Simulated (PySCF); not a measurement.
**F: ionisation energy**

F [He] 2s2 2p5 (2P) → F⁺ [He] 2s2 2p4 (3P), as a difference of total energies. Computed with PySCF 2.14 in def2-TZVP, with the non-relativistic Hamiltonian (point nucleus). Correlated levels: valence: 1s2 frozen. The calculations carry no spin-orbit coupling.

```tsv
method	ionisation energy (eV)	error (eV)
UHF	15.655	-1.772
M06-2X	17.477	+0.050
B3LYP	17.700	+0.273
MP2 (valence)	17.207	-0.220
SCS-MP2 (valence)	17.192	-0.235
CCSD (valence)	17.106	-0.321
CCSD(T) (valence)	17.148	-0.279
```

Reference: 17.427 eV (measured; NIST levels, between the centres of gravity of the two terms).

Errors of the correlated levels include the incompleteness of this basis and the frozen core.
